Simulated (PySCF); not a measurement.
Job file and geometry (Å, from GFN2-xTB, dihedral held) of an NMR shielding run on SMILES [H]/P=P\C(=O)OC, C$_{2}$H$_{4}$O$_{2}$P$_{2}$, GIAO PBE0/pcSseg-1 NMR shielding, non-relativistic, gas phase in PySCF 2.14.0, density-fitted response routines; density fitting, a coarse starting grid and PySCF grid level 2 are the driver's defaults:

```
$ OMP_NUM_THREADS=1 python probes_run.py task.json out

{"job": {"kind": "nmr", "xc": "PBE0", "basis": "pcSseg-1", "pop": true}, "charge": 0, "multiplicity": 1}
C     -1.194558    -0.963854    -1.401262
O     -0.777918    -0.030699    -0.424212
C      0.494905    -0.090972    -0.005928
O      0.780344    -0.038648     1.160291
P      1.761550     0.160400    -1.364508
P      3.503906     0.016897    -0.337990
H     -0.440237    -1.078480    -2.189434
H     -1.380443    -1.933194    -0.931470
H     -2.117195    -0.576932    -1.829821
H      2.939645    -0.332920     0.900214
```

**Question.** Write the output of this run.

**Answer.** 
```
coarse grid: 10072 points
cycle   1  E = -910.9702859861  dE =  9.156e-01  |g| = 8.686e-01  |ddm| = 3.026e+00
cycle   2  E = -910.4627657531  dE =  5.075e-01  |g| = 1.826e+00  |ddm| = 1.721e+00
cycle   3  E = -911.0961609768  dE = -6.334e-01  |g| = 2.725e-01  |ddm| = 1.386e+00
cycle   4  E = -911.1092455882  dE = -1.308e-02  |g| = 1.146e-01  |ddm| = 2.976e-01
cycle   5  E = -911.1117782855  dE = -2.533e-03  |g| = 2.619e-02  |ddm| = 1.105e-01
cycle   6  E = -911.1119491903  dE = -1.709e-04  |g| = 1.287e-02  |ddm| = 4.729e-02
cycle   7  E = -911.1120026547  dE = -5.346e-05  |g| = 3.802e-03  |ddm| = 1.892e-02
cycle   8  E = -911.1120067505  dE = -4.096e-06  |g| = 8.596e-04  |ddm| = 4.665e-03
final grid: 90176 points
cycle   9  E = -911.1691258093  dE = -9.976e-06  |g| = 1.242e-02  |ddm| = 2.020e-02
cycle  10  E = -911.1690732712  dE =  5.254e-05  |g| = 2.106e-02  |ddm| = 1.751e-02
cycle  11  E = -911.1691507049  dE = -7.743e-05  |g| = 3.247e-03  |ddm| = 1.270e-02
cycle  12  E = -911.1691528620  dE = -2.157e-06  |g| = 4.827e-04  |ddm| = 2.599e-03
cycle  13  E = -911.1691529147  dE = -5.266e-08  |g| = 1.419e-04  |ddm| = 6.437e-04
cycle  14  E = -911.1691529197  dE = -5.031e-09  |g| = 6.942e-05  |ddm| = 2.447e-04
cycle  15  E = -911.1691529212  dE = -1.501e-09  |g| = 2.072e-05  |ddm| = 1.030e-04
cycle  16  E = -911.1691529213  dE = -1.264e-10  |g| = 2.781e-06  |ddm| = 2.489e-05
converged SCF energy = -911.1691529213

GIAO shielding tensors (ppm)
atom      isotropic    diamagn.    paramagn.     s11        s22        s33       span
  0 C      130.593     244.558    -113.965    101.867    111.374    178.539     76.672
  1 O      152.892     401.494    -248.602    -53.484    222.476    289.685    343.170
  2 C        5.032     251.769    -246.738    -89.338     40.847     63.585    152.924
  3 O     -200.044     402.080    -602.125   -598.111   -307.339    305.317    903.428
  4 P     -275.526     966.768   -1242.294  -1191.819    -63.389    428.631   1620.450
  5 P     -298.183     966.308   -1264.490  -1305.805   -173.931    585.187   1890.992
  6 H       27.028      28.535      -1.507     23.101     27.194     30.788      7.687
  7 H       27.930      28.728      -0.799     23.766     26.177     33.846     10.080
  8 H       27.433      28.003      -0.569     24.210     25.322     32.768      8.558
  9 H       18.672      30.445     -11.774     11.502     22.193     22.321     10.819
```

The geometry is no minimum: GFN2-xTB, dihedral held.

Size and cost of the density-fitted run: 136 basis functions, 14 s wall time on 1 thread of an Arm Neoverse V1, shared host; peak memory 0.66 GiB.
